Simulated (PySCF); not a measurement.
formaldehyde (CH₂O), SMILES C=O. Atoms are numbered in the order given.

```xyz
4

C      0.0000     0.0000    -0.5264
O      0.0000     0.0000     0.6735
H      0.0000     0.9421    -1.1148
H      0.0000    -0.9421    -1.1148
```
Charge 0, spin multiplicity 1.

Coordinates come from a r2SCAN-D4/def2-TZVPD optimisation.

Two levels are set side by side: PBE/pcJ-1 (PySCF) and B3LYP/pcJ-1 (PySCF). One-bond couplings, all four terms, same geometry. Isotopes: 13C, 17O, 1H. Differences are taken from unrounded values.

```
quantity        B3LYP    PBE  PBE minus B3LYP
--------------  -----  -----  ---------------
¹J(C1,H3) (Hz)  181.8  164.7            -17.0
¹J(C1,H4) (Hz)  181.8  164.7            -17.0
```

Rough cost on one machine, each run with all the roots and properties that it gave: B3LYP against PBE within a factor of 2.
